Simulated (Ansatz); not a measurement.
Results of PBEsol (PAW; Ansatz, a quantum-chemistry and plane-wave program) for tetradymite Bi2Te3.

Numerical settings: plane-wave cutoff 520 eV, 10×10×10 k mesh, scalar-relativistic PAW data made under PBE.

Computed at the level's own relaxed cell.

```
Bi2Te3
1.0
    2.19039     1.26462    10.10361
   -2.19039     1.26462    10.10361
    0.00000    -2.52925    10.10361
Bi Te
2 3
Direct
  0.39985   0.39985   0.39985
  0.60015   0.60015   0.60015
  0.00000   0.00000   0.00000
  0.20998   0.20998   0.20998
  0.79002   0.79002   0.79002
```

### Question
Give the elastic tensor (Voigt notation, GPa, ions relaxed, in the Cartesian axes of the cell as printed).

### Answer

```
   73.0    18.7    24.3   -15.4     0.0     0.0
   18.7    73.0    24.3    15.4     0.0     0.0
   24.3    24.3    43.0     0.0     0.0     0.0
  -15.4    15.4     0.0    30.5     0.0     0.0
    0.0     0.0     0.0     0.0    30.5   -15.4
    0.0     0.0     0.0     0.0   -15.4    27.1
```

Measured, for comparison: elastic constant C11 68.5 GPa, elastic constant C12 21.8 GPa, elastic constant C44 27.4 GPa, elastic constant C33 47.7 GPa, elastic constant C13 27.0 GPa, elastic constant C66 23.4 GPa (temperature not stated, no zero-point or thermal correction; as tabulated in Oses et al. (2018), arXiv:1811.08464). Computed (rounded) less measured: elastic constant C11 +7 %, elastic constant C12 -14 %, elastic constant C44 +11 %, elastic constant C33 -10 %, elastic constant C13 -10 %, elastic constant C66 +16 %. A static lattice is as a rule a little smaller and stiffer than an uncorrected measurement, which narrows the difference in the elastic constant C11 and would widen misses of the other sign.

Note: the cell comes from a level without a dispersion term, which matters for the spacing of layers, chains or molecules.

Spin–orbit coupling is not included; it can shift volumes and moduli of such heavy elements.

Static lattice: no zero-point or thermal effects.
